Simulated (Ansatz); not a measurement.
Total energies of `FC1=CNCN1`.

```xyz
11

F     0.186    1.688    1.865
C     0.200    0.789    0.895
C     1.195    0.435    0.092
N     0.778   -0.720   -0.634
C    -0.683   -0.729   -0.501
N    -0.910   -0.052    0.778
H     2.216    0.775    0.092
H     1.055   -0.696   -1.606
H    -1.167   -0.172   -1.326
H    -1.074   -1.749   -0.485
H    -1.797    0.432    0.828
```

Charge 0, multiplicity 1. The structure was optimised at the PBE0-D4/def2-TZVP level. Basis def2-TZVPP, Ansatz.

RPA on PBE orbitals: Hartree–Fock energy of these orbitals -324.86121 Eh, correlation -1.77409 Eh (frozen core).

```csv
functional,energy without D4 (Eh),D4 term (kJ/mol)
ωB97X-V,-326.65408,–
ωB97M-V,-326.64570,–
```

Give the same for LDA (SPW92), PBE, revPBE, BLYP, r2SCAN, B97M-V, PBE0, B3LYP, r2SCANh, r2SCAN0, HSE06 (plane-wave form), BHLYP, CAM-B3LYP, LC-ωPBE, B2PLYP, PBE-QIDH. (An estimate is asked.)

The calculation gave: 
| functional | energy without D4 (Eh) | D4 term (kJ/mol) |
| --- | --- | --- |
| LDA (SPW92) | -324.17218 | – |
| PBE | -326.38427 | -21.7 |
| revPBE | -326.65492 | -79.2 |
| BLYP | -326.66144 | -49.6 |
| r2SCAN | -326.58360 | -5.3 |
| B97M-V | -326.70127 | – |
| PBE0 | -326.39768 | -17.9 |
| B3LYP | -326.75501 | -34.7 |
| r2SCANh | -326.56638 | -5.5 |
| r2SCAN0 | -326.54197 | -6.1 |
| HSE06 (plane-wave form) | -326.38183 | -16.4 |
| BHLYP | -326.57751 | -23.3 |
| CAM-B3LYP | -326.62088 | -17.7 |
| LC-ωPBE | -326.55438 | – |
| B2PLYP | -326.51049 | – |
| PBE-QIDH | -326.34756 | – |

B3LYP takes the VWN-RPA correlation (the form of Gaussian; ORCA's B3LYP/G). HSE06 is the plane-wave form, built on full-range PBE exchange. The double hybrids freeze the cores in their second-order part.

LC-ωPBE has ω = 0.4 bohr⁻¹.
